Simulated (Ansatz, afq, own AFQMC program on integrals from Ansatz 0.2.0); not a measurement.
Where AFQMC and coupled cluster stand for CH$_{2}$Si, singlet

```yaml
atoms:
  - { symbol: Si, position_ang: [0.0000, 0.0000, 0.4697] }
  - { symbol: C, position_ang: [0.0000, 0.0000, -1.3049] }
  - { symbol: H, position_ang: [0.0000, 1.2713, 1.2312] }
  - { symbol: H, position_ang: [0.0000, -1.2713, 1.2312] }
```

Connectivity, by distances: SiH2–C.

Basis cc-pVDZ. Only valence electrons are correlated. Ansatz 0.2.0 and our own AFQMC program on the same integrals; the CISD trial comes from CCSD amplitudes, and released means the phaseless constraint is let go. Uncertainties: one standard error, sampling alone.

Determinant: RHF, the one that the program's search chose, which needn't be the lowest solution. The geometry is a point of a scan.

No full CI on the walks' own integrals is used here; CCSDT(Q) serves as the reference and is uncertain by about the last step of the cluster series.

Cautions: higher spins were not checked; restricted determinant unstable towards unrestricted (UHF 551 meV lower, ⟨S²⟩ 1.12); strong correlation (T1 0.024, weight of the determinant 0.84, largest double 0.17).

* T1 diagnostic: 0.0238
* weight of the determinant in the CISD state: 0.841
* size of the correlated space: 10 electrons in 36 orbitals

Reference: CCSDT(Q), correlation energy -6.851 eV. The released energy is read at 2.40 1/Eh (meV from the phaseless value at times in 1/Eh: -12 ± 18 at 0.24, -31 ± 16 at 0.51, -31 ± 16 at 0.99, -41 ± 19 at 1.62, -72 ± 30 at 2.40).

```tsv
level	E − E(reference) (kcal/mol)	share of correlation (%)
HF	157.98	0.00
MP2	34.45	78.19
CCSD	7.89	95.01
CCSD(T)	1.54	99.03
CCSDT	0.57	99.64
ph-AFQMC/CISD	1.21 ± 0.46	99.24
released AFQMC	-0.46 ± 0.69	100.29
```

A walk keeps the symmetry of its determinant, which the program's search chose and which needn't be the lowest solution, so a lower state of the same spin and another symmetry isn't excluded. Released energies are given only where the last usable release times agree within the noise; a slower fall can still hide under it.
